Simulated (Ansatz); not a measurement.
## Rock-salt MgS

Level of theory: r²SCAN (Ansatz, a first-principles code, PAW).

Numerical settings: plane-wave cutoff 600 eV, 12×12×12 k mesh, finite displacements, force constants from a 4×4×4 q mesh, scalar-relativistic PAW data made under PBE.

Cell: relaxed at this level.

```
Quantity                                   Value
---------------------------------  -------------
electronic dielectric constant ε∞           4.90
Born effective charge (magnitude)         2.31 e
static dielectric constant                  14.5
TO(Γ) frequency                         237 cm⁻¹
LO(Γ) frequency                         407 cm⁻¹
zero-point energy                  0.042 eV/atom
```

Measured, for comparison: zone-centre TO phonon frequency 240 cm⁻¹ (temperature not stated, not corrected to a static lattice; as tabulated in Chmeruk and Núñez-Valdez (2023), arXiv:2212.11645). Computed (rounded) less measured: zone-centre TO phonon frequency -1 %.
